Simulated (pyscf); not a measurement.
## Insertion: B–Cl [singlet] + water (H₂O) -> HO–BH–Cl

Gas phase, singlet surface, charge 0. Bonds broken: O3–H4. Bonds formed: B1–O3, B1–H4. Single points on ωB97X-D3(BJ)/def2-SVP structures (PySCF, gas phase). Correlated levels are frozen-core, on RHF or UHF. ΔMP2 is the change of the MP2 total energy from the triple- to the quadruple-zeta basis.

Transition state (Å):

```xyz
5

B     -0.7993     0.4089     0.3170
Cl    -0.7189     0.2557     2.0683
O     -1.3399    -0.9170    -0.2831
H     -1.5525    -0.0222    -0.9128
H     -2.0471    -1.3706     0.2278
```

One imaginary mode, 1401i cm⁻¹; descent along it reached the two sides named.

```
bond   change  reactant side (Å)  saddle  product side
-----  ------  -----------------  ------  ------------
O3–H4  breaks              0.967   1.115         2.200
B1–O3   forms                2.6   1.553         1.343
B1–H4   forms              2.592   1.505         1.201
```

Electronic energies relative to the separated reactants (kcal/mol):

| level | barrier | reaction energy | reverse barrier |
|---|---|---|---|
| ωB97X-D3(BJ)/def2-TZVP | 10.5 | -102.0 | 112.5 |
| PBE/def2-TZVP | 2.3 | -101.7 | 104.0 |
| r²SCAN/def2-TZVP | 4.4 | -105.1 | 109.4 |
| B3LYP-D3(BJ)/def2-TZVP | 8.8 | -101.9 | 110.7 |
| PBE0-D3(BJ)/def2-TZVP | 5.6 | -104.2 | 109.9 |
| M06-2X/def2-TZVP | 8.7 | -102.7 | 111.4 |
| ωB97M-D3(BJ)/def2-TZVP | 10.5 | -99.2 | 109.7 |
| HF/def2-TZVP | 28.5 | -97.0 | 125.5 |
| MP2/def2-QZVPP | 11.6 | -101.2 | 112.8 |
| CCSD/def2-TZVPP | 18.6 | -94.6 | 113.2 |
| CCSD(T)/def2-TZVPP | 15.8 | -94.7 | 110.4 |
| CCSD(T)/def2-TZVPP + ΔMP2(QZVPP) | 15.7 | -94.7 | 110.4 |

With CCSD(T)/def2-TZVPP + ΔMP2(QZVPP) energies and thermal terms (ideal gas, 1 atm, RRHO with modes under 100 cm⁻¹ raised to 100, one conformer, R ln 2 for rigid chiral ones), in kcal/mol:

```csv
T (K),ΔH‡,ΔG‡,ΔH,ΔG
298,13.7,22.7,-92.9,-83.1
600,13.7,31.8,-93.1,-72.9
900,14.0,40.9,-92.7,-62.9
1200,14.5,49.8,-91.9,-53.1
```

The reactants may also form a dative adduct at B–Cl [singlet]; it and routes through it were not searched. One saddle was located; it need not be the lowest between these sides. The CCSD(T) − MP2 part came from Ansatz, without density fitting, on the same reference.
